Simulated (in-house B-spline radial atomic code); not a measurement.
# Functionals against ionisation energies along an isoelectronic series: Al to K⁶⁺

Ionisation energies as differences of self-consistent total energies from a B-spline radial code for spherical atoms: all electrons, radial basis limit, scalar-relativistic (one-electron X2C), spin-polarised at highest spin, spherical densities; exact exchange is averaged over the determinants of each configuration. No spin-orbit coupling, Breit or QED terms. NIST's values run from ground level to ground level, so in open shells the differences also hold multiplet and fine-structure energies that spherical high-spin averages miss. Columns give computed minus NIST, in eV; a star marks a semi-empirical value. Species are left out where the tabulated value is theory, is uncertain by more than 0.12 eV, or (13 ions, such as In⁴⁺, Te⁴⁺ and Bi⁴⁺) lies off its series for all methods alike, which flatters the means a little.

| species | shell | NIST (eV) | BLYP | RPBE | HSE06 | BHandHLYP |
| --- | --- | --- | --- | --- | --- | --- |
| Al | 3p | 5.99 | -0.22 | -0.03 | -0.01 | -0.15 |
| Si⁺ | 3p | 16.35 | -0.23 | -0.10 | -0.05 | -0.15 |
| P²⁺ | 3p | 30.20 | -0.23 | -0.15 | -0.08 | -0.15 |
| S³⁺ | 3p | 47.22 ± 0.01* | -0.08 | -0.07 | +0.02 | -0.02 |
| Cl⁴⁺ | 3p | 67.68 ± 0.1* | -0.16 | -0.20 | -0.10 | -0.13 |
| Ar⁵⁺ | 3p | 91.29 ± 0.01 | ? | ? | ? | ? |
| K⁶⁺ | 3p | 117.56 ± 0.1 | +0.15 | +0.01 | +0.13 | +0.14 |

(1) What are the differences for Ar⁵⁺ ([Ne] 3s2 3p1)?

(2) How do the methods rank, and which species is hardest?

Answers

(1) BLYP -0.24; RPBE -0.33; HSE06 -0.22; BHandHLYP -0.23 eV.

(2) Mean absolute (signed) differences: HSE06 0.09 (-0.04) eV; RPBE 0.13 (-0.13) eV; BHandHLYP 0.14 (-0.10) eV; BLYP 0.19 (-0.14) eV. For Ar⁵⁺, which loses a 3p electron, the nearest method is off by -0.22 eV, the largest such miss.
